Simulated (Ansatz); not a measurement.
Relaxing chromium (bcc)

All numbers below come from DFT, r2SCAN, plane waves (500 eV) with PAW, scalar-relativistic (Ansatz 0.2.0). The PAW files were generated under PBE, with cores re-solved for the functional.

k-point mesh 15×15×15, Fermi-Dirac smearing 0.1 eV, no spin polarisation. Cell and atoms relax.

Starting structure:

```yaml
crystal:
  lattice:
    - [-1.44195, 1.44195, 1.44195]
    - [1.44195, -1.44195, 1.44195]
    - [1.44195, 1.44195, -1.44195]
  atoms:
    - { symbol: Cr, position: [0.0, 0.0, 0.0] }
hamiltonian:
  xc: r2scan
  pseudopotentials:
    kind: paw
    azcp:
      Cr: "pseudopotentials/Cr.paw.azcp"
basis:
  ecutwfc: 500
  fft_grid_basis: typed
kpoints:
  mp_grid: { grid: [15, 15, 15], shift: [0, 0, 0] }
magnetization:
  spin_polarized: false
scf:
  occupations: { method: fermi_dirac, width: 0.1 }
relax:
  max_steps: 60
  f_tol: 0.01
  cell: {}
```

Problem. The pressure at the start is -13.9 GPa. By how much does the volume change?

Solution. From 11.99 to 11.33 Å³ per atom, -5.5 %. The final cell has a = 2.830 Å.

Problem. How much energy does the relaxation gain?

Solution. 30.2 meV per atom.

Spin polarisation is off here; a magnetic state may lie lower.
